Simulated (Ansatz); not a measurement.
Input for Ansatz (development build ahead of 0.2.0):

```yaml
crystal:
  periodic: [false, false, false]
  atoms:
    - { symbol: Li, position_ang: [0.0, 0.0, 0.0] }
    - { symbol: C, position_ang: [0.74283, 0.99043, 2.14435] }
basis:
  gaussian: { orbitals: "6-31G" }
total_charge: 1
hamiltonian:
  xc: hf
correlation:
  method: fci
  frozen_orbitals: { C: 1, Li: 0 }
```

The input is written out in the form of the current development build from the run's settings.

Results

* Converged: yes
* Total energy: -44.92827 hartree
* State: lowest singlet root, of any spatial symmetry
